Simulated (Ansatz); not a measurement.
**SiH4 (silane): the energy, rung by rung**

SiH4 has 5 atoms, charge 0, and is taken as a singlet. As SMILES, `[SiH4]`. The shape is that of a PBE0-D4/def2-TZVP optimisation.

```jsonl
{"atom": "Si", "x (Å)": "0.0000", "y (Å)": "0.0000", "z (Å)": "-0.0001"}
{"atom": "H", "x (Å)": "0.9676", "y (Å)": "-0.6884", "z (Å)": "0.8909"}
{"atom": "H", "x (Å)": "-1.3310", "y (Å)": "0.0449", "z (Å)": "0.6560"}
{"atom": "H", "x (Å)": "-0.1051", "y (Å)": "-0.7403", "z (Å)": "-1.2826"}
{"atom": "H", "x (Å)": "0.4685", "y (Å)": "1.3838", "z (Å)": "-0.2642"}
```

Quantity: the energy change with the Si1–H2 bond stretched from 1.485 to 3.711 Å, in eV. The values are calculated.

| level | kind | program | value (eV) | CPU time (all runs) |
| --- | --- | --- | --- | --- |
| HF/6-31G (restricted) | Hartree–Fock | Ansatz | 6.07 | 0.28 s |
| SVWN5/6-31G (restricted) | LDA | Ansatz | 4.61 | 1.3 s |
| BHLYP/6-31G (restricted) | global hybrid | Ansatz | 5.47 | 1.7 s |
| B2PLYP/6-31G (restricted) | double hybrid | Ansatz | 4.75 | 2.4 s |
| BCCD(T)/6-31G (restricted) | coupled cluster or CI | Ansatz | 3.33 | 0.47 s |
| CCSD(T)/6-31G (restricted) | coupled cluster or CI | Ansatz | 3.29 | 0.41 s |
| CCSD/6-31G (restricted) | coupled cluster or CI | Ansatz | 3.50 | 0.4 s |
| CCSDTQ/6-31G (restricted) | coupled cluster or CI | Ansatz | 3.35 | 9.8 s |
| FCI/3-21G | exact in the basis | Ansatz | 3.39 | 20 s |

A spin-restricted reference rises too steeply as a bond breaks; here HF/6-31G, SVWN5/6-31G, BHLYP/6-31G, B2PLYP/6-31G lie well above the multireference or unrestricted value. The first shape isn't each level's own minimum. The values span 3.29 to 6.07 eV. The coupled-cluster rows rest on a doubtful reference here (large T1 or Brueckner and Hartree–Fock orbitals at odds), and rows may lie in different states. All rows use very small basis sets, so none should be taken for the real molecule's value. Times are those of the runs behind each value, whatever else they computed, on shared processors of several kinds: orders of magnitude only.
